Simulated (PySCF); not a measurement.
**How the method moves the HOMO and LUMO of PH3**

Species: PH3.
Z-matrix (Å and degrees, PBE0-D3(BJ)/def2-SVP geometry), rows numbered from 1:
```
P 
H   1  1.4289
H   1  1.4289  2   92.97
H   1  1.4290  2   92.96  3   -93.13
```

The species is `P` (PH3).

Basis pcSseg-2 throughout (PySCF), one geometry. Isolated species at its PBE0-D3(BJ)/def2-SVP geometry, gas phase.

Task: How do the orbital energies, the gap and the dipole change with the method?

Result: 
| method | kind | HOMO (eV) | LUMO (eV) | gap (eV) | μ (D) | SCF cycles |
| --- | --- | --- | --- | --- | --- | --- |
| BLYP | GGA | -6.60 | -0.20 | 6.40 | 0.66 | 10 |
| B97-D | GGA | -6.70 | -0.20 | 6.49 | 0.71 | 10 |
| PBE | GGA | -6.72 | -0.27 | 6.45 | 0.76 | 11 |
| OPBE | GGA | -6.72 | -0.19 | 6.53 | 0.83 | 11 |
| KT2 | GGA | -6.75 | -0.25 | 6.50 | 0.74 | 10 |
| LDA | LDA | -6.76 | -0.36 | 6.41 | 0.86 | 10 |
| KT3 | GGA | -6.80 | -0.29 | 6.50 | 0.70 | 10 |
| BP86 | GGA | -6.82 | -0.33 | 6.49 | 0.75 | 10 |
| B97-2 | global hybrid | -7.65 | 0.58 | 8.23 | 0.75 | 10 |
| B3LYP | global hybrid | -7.69 | 0.31 | 7.99 | 0.67 | 10 |
| PBE0 | global hybrid | -7.89 | 0.63 | 8.51 | 0.77 | 10 |
| mPW1PW91 | global hybrid | -7.92 | 0.61 | 8.53 | 0.76 | 9 |
| BHandHLYP | global hybrid | -8.95 | 1.17 | 10.12 | 0.67 | 9 |
| CAM-B3LYP | range-separated hybrid | -9.23 | 1.34 | 10.57 | 0.71 | 9 |
| wB97X-D | range-separated hybrid | -9.78 | 2.32 | 12.11 | 0.77 | 10 |
| HF | Hartree–Fock | -10.61 | 2.93 | 13.54 | 0.66 | 8 |
| LC-wPBE | range-separated hybrid | -10.61 | 2.54 | 13.15 | 0.82 | 10 |

The HOMO spans 4.02 eV, from BLYP down to LC-wPBE, and the gap runs from 6.40 eV (BLYP) to 13.54 eV (HF). Over the methods BLYP (0 %), B97-D (0 %), PBE (0 %), OPBE (0 %), KT2 (0 %), LDA (0 %), KT3 (0 %), BP86 (0 %), B97-2 (21 %), B3LYP (20 %), PBE0 (25 %), mPW1PW91 (25 %), BHandHLYP (50 %), HF (100 %), a straight line through the gap against the share of exact exchange rises by 0.72 eV for each 10 % (correlation coefficient 0.998). The dipole ranges from 0.66 D (BLYP) to 0.86 D (LDA). This basis has no diffuse functions.

Reference dipole: 0.58 D (measured, gas; NIST CCCBDB Release 22 (SRD 101), experimental dipoles); nearest here: BLYP (0.66 D) and HF (0.66 D). 

The vertical ΔSCF ionisation energy at B3LYP/def2-SVPD is 10.58 eV; −ε(HOMO) comes closest to it with HF (10.61 eV) and LC-wPBE (10.61 eV).
